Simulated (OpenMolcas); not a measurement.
**C2H6B (SMILES [CH2]BC): the dipole moment, rung by rung**

C2H6B: 9 atoms, total charge 0, spin state doublet. SMILES: `[CH2]BC`. The coordinates come from a PBE0-D4/def2-TZVP relaxation. This is one conformer, not always the lowest.

```xyz
9

C    -0.8401    0.7433   -1.0235
B     0.1918    0.5408    0.0891
C     0.5250   -0.8601    0.6918
H    -1.4066   -0.0784   -1.4578
H    -1.0745    1.7149   -1.4506
H     0.7691    1.5066    0.5130
H    -0.0365   -1.6953    0.2675
H     1.5961   -1.0692    0.5764
H     0.3642   -0.8492    1.7771
```

Quantity: the dipole moment, in D. The values are calculated.

```csv
level,kind,program,value (D),CPU time
UHF/6-311+G**,Hartree–Fock,OpenMolcas,0.61,19 s
USVWN5/6-311+G**,LDA,OpenMolcas,0.81,58 s
U-revPBE/6-311+G**,GGA,OpenMolcas,0.79,94 s
UBLYP/6-311+G**,GGA,OpenMolcas,0.79,94 s
UB3LYP/6-311+G**,global hybrid,OpenMolcas,0.76,1.7 min
UBHLYP/6-311+G**,global hybrid,OpenMolcas,0.71,1.7 min
UM06-2X/6-311+G**,hybrid meta-GGA,OpenMolcas,0.76,1.9 min
UPBE0/6-311+G**,global hybrid,OpenMolcas,0.75,96 s
```

The values span 0.61 to 0.81 D. Magnitudes only: a small dipole may point the other way at some levels. CPU times are rough (shared hosts, several kinds of processor): they show what a rung costs within a factor of a few.
